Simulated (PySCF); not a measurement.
All values below come from PBE-D3(BJ)/def2-TZVP // PBE0-D4/def2-TZVP in PySCF. Isolated molecules, 0 K electronic values unless said otherwise. One relaxed conformer stands for a flexible species; it need not be the lowest. 

Reference species (SMILES): `[CH2]C=O` (neutral, multiplicity 2).

```
Item                              Value
-----------------------------  --------
highest occupied spin orbital  -5.92 eV
```

Changed species: `[CH2]C` (radical fragment; the reference has radical fragment).

**Question.** What does the change do to the highest occupied spin orbital?

**Answer.** the highest occupied spin orbital rises by 1.38 eV, to -4.54 eV.
